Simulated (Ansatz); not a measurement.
# C3H7O: the cost of one run

All numbers below are computed with Ansatz 0.2.0 (UKS PBE0-D4/STO-3G).

**1. The structure to begin with**

Bond lengths: C2–C3 1.475 Å, C2–C4 1.474 Å, C3–C4 1.512 Å, C2–H6 1.075 Å, C3–H7 1.080 Å, C3–H8 1.082 Å, C4–H9 1.079 Å, C4–H10 1.082 Å, O5–H11 0.958 Å. Angles (14 of 15 angles, heavy atoms first): C2–C3–C4 59.1°, C3–C2–C4 61.7°, C2–C4–C3 59.2°, C2–C3–H7 118.9°, C2–C3–H8 118.6°, C4–C3–H7 116.8°, C4–C3–H8 120.0°, C3–C2–H6 125.4°, C4–C2–H6 125.3°, C2–C4–H9 118.9°, C2–C4–H10 118.4°, C3–C4–H9 117.0°, C3–C4–H10 119.9°, H7–C3–H8 113.2°.

Coordinates:

```xyz
11

H    -1.1450   -0.3234    0.5828
C     0.2446   -0.3077    0.4826
C     0.8032    0.8163   -0.2919
C     0.7694   -0.5819   -0.8675
O    -2.4098   -0.2383    0.6903
H     0.6522   -0.6966    1.3983
H     0.1275    1.5385   -0.7252
H     1.7431    1.2483    0.0263
H     0.0725   -0.7643   -1.6707
H     1.6858   -1.1508   -0.9571
H    -2.5435    0.4599    1.3323
```

**2. Pulling towards end A**

Springs on the bonds that form and break draw the guess towards this end; the thresholds are loose.

File input.yaml:

```yaml
crystal:
  periodic: [false, false, false]
  atoms:
    - { symbol: H, position_ang: [-1.145, -0.3234, 0.5828] }
    - { symbol: C, position_ang: [0.2446, -0.3077, 0.4826] }
    - { symbol: C, position_ang: [0.8032, 0.8163, -0.2919] }
    - { symbol: C, position_ang: [0.7694, -0.5819, -0.8675] }
    - { symbol: O, position_ang: [-2.4098, -0.2383, 0.6903] }
    - { symbol: H, position_ang: [0.6522, -0.6966, 1.3983] }
    - { symbol: H, position_ang: [0.1275, 1.5385, -0.7252] }
    - { symbol: H, position_ang: [1.7431, 1.2483, 0.0263] }
    - { symbol: H, position_ang: [0.0725, -0.7643, -1.6707] }
    - { symbol: H, position_ang: [1.6858, -1.1508, -0.9571] }
    - { symbol: H, position_ang: [-2.5435, 0.4599, 1.3323] }
magnetization:
  spin_polarized: true
  initial_magnetization: 1
basis:
  gaussian: { orbitals: STO-3G }
hamiltonian:
  xc: pbe0
  dispersion: d4
relax:
  f_tol: 0.15
  max_steps: 25
  restrain:
    - { distance: [0, 4], at: 2.27, k: 30.0 }
    - { distance: [1, 0], at: 1.07, k: 30.0 }
```

The run is started by

```console
$ ansatz run input.yaml --threads 1 --pin off --max-ram 2048MiB --backend cpu --events-out ev --progress --plain --runs-dir out
```

What time and memory should one allow on 1 thread of Arm Neoverse V1, shared host?

About 43 s, with a peak of 0.12 GiB.
